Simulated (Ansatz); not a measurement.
The input, for Ansatz 0.2.0:

```yaml
crystal:
  periodic: [false, false, false]
  atoms:
    - {symbol: B, position_ang: [0.000000, -0.449484, 1.928752]}
    - {symbol: C, position_ang: [0.000000, 0.465571, 0.769072]}
    - {symbol: Cl, position_ang: [0.000000, -0.064811, -0.871300]}
    - {symbol: H, position_ang: [0.000000, 1.552953, 0.795047]}
basis:
  gaussian: {orbitals: 6-31G, point_charges: [{charge: -0.50, position_ang: [4.279, -0.126, -0.619]}]}
magnetization: {spin_polarized: false, initial_magnetization: 1}
correlation: {active_space: {window: {electrons: 7, orbitals: 4}}}
accuracy: high
```

```sh
$ ansatz run in.yaml --threads 1 --pin off --events-out ev --progress --plain --max-ram 2393MiB
```

Log:

```
774 factors; integrals over basis functions are off by at most 3.5e-9 eV
mean field evaluation 1: about -14214.5050 eV, gradient 1.1e1 eV
mean field evaluation 2: about -14214.5090 eV, gradient 1.1e1 eV
mean field evaluation 4: about -14215.3386 eV, gradient 1.8e0 eV
mean field evaluation 8: about -14215.3666 eV, gradient 1.1e-3 eV
mean field evaluation 16: about -14215.3883 eV, gradient 8.8e-3 eV
mean field evaluation 32: about -14215.2739 eV, gradient 3.4e0 eV
mean field -14215.38767679 eV, -522.4058615863 hartree, gradient 2.1e-8 eV, S^2 0.750000; 6 other end points of the search recorded, 0 dependent functions left out
reference -14215.38767679 eV, -522.4058615863 hartree; 15, 14 occupied and 18, 19 virtual orbitals, 774 factors
state -14215.38767679 eV, -522.4058615863 hartree
Total energy: -14215.38767679 eV, -522.4058615863 hartree
```

Ran on 1 thread of Intel Xeon Platinum 8488C, shared host: 3 s wall, 0.1 GiB peak host memory.
